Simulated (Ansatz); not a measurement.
# SiH₅O₂+ (SMILES O[SiH2][OH2+]): single points off equilibrium

An exercise on one series of results from a longer session: the logs are not shown, and one member is left open.

Method: single points in def2-TZVPP; program: Ansatz 0.2.0, Gaussian basis.

Cores are frozen in the correlated methods.

**The starting structure**

SMILES `O[SiH2][OH2+]`, 8 atoms, charge 1, spin multiplicity 1.

Atoms are counted from 1 here; the program's logs count them from 0.

Bond lengths: O1–Si2 1.585 Å, O1–H4 0.954 Å, Si2–O3 1.846 Å, Si2–H5 1.464 Å, Si2–H6 1.460 Å, O3–H7 0.982 Å, O3–H8 0.957 Å. Angles: Si2–O1–H4 134.6°, O1–Si2–O3 97.9°, O1–Si2–H5 115.9°, O1–Si2–H6 117.3°, O3–Si2–H5 97.7°, O3–Si2–H6 97.2°, H5–Si2–H6 121.7°, Si2–O3–H7 118.7°, Si2–O3–H8 119.6°, H7–O3–H8 109.8°.

Coordinates:

```
atom    x (Å)    y (Å)    z (Å)
  O1  -1.0728  -0.0808  -0.9857
 Si2  -0.1429   0.6954   0.0369
  O3   0.8762  -0.7398   0.5923
  H4  -1.8200   0.1598  -1.5276
  H5   0.9375   1.4864  -0.5546
  H6  -0.7132   1.0297   1.3383
  H7   1.4870  -1.1608  -0.0510
  H8   0.4843  -1.4095   1.1531
```

The first run:

File run/in.yaml:

```yaml
crystal:
  periodic: [false, false, false]
  atoms:
    - {symbol: O, position_ang: [-1.072800, -0.080800, -0.985700]}
    - {symbol: Si, position_ang: [-0.142900, 0.695400, 0.036900]}
    - {symbol: O, position_ang: [0.876200, -0.739800, 0.592300]}
    - {symbol: H, position_ang: [-1.820000, 0.159800, -1.527600]}
    - {symbol: H, position_ang: [0.937500, 1.486400, -0.554600]}
    - {symbol: H, position_ang: [-0.713200, 1.029700, 1.338300]}
    - {symbol: H, position_ang: [1.487000, -1.160800, -0.051000]}
    - {symbol: H, position_ang: [0.484300, -1.409500, 1.153100]}
basis:
  gaussian: {orbitals: def2-TZVPP}
total_charge: 1
correlation: {method: ccsd_t}
output: {forces: true}
```

The command line of these runs was not kept.

Steps of the session up to this table: CCSD(T)/def2-TZVPP; PBE0-D4/def2-TZVPP; wB97M-V/def2-TZVPP; r2SCAN-D4/def2-TZVPP; PBE-D4/def2-TZVPP; B97M-V/def2-TZVPP; r2SCANh-D4/def2-TZVPP.

One of the session's tables, all rows but one given; the rest of the session is left out.

```
    method  RMS force component (eV/Å)  angle to CCSD(T) forces (°)
   CCSD(T)                       0.327                    reference
   PBE0-D4                       0.316                         14.7
   wB97M-V                       0.313                          8.8
 r2SCAN-D4                       0.321                         12.6
    PBE-D4                           ?                            ?
    B97M-V                       0.309                         21.6
r2SCANh-D4                       0.318                         15.7
```

Q: Estimate the row for PBE-D4 from the others.

**Answer.** RMS force component (eV/Å): 0.397; angle to CCSD(T) forces (°): 33.4. In the column «RMS force component (eV/Å)» it is the highest.
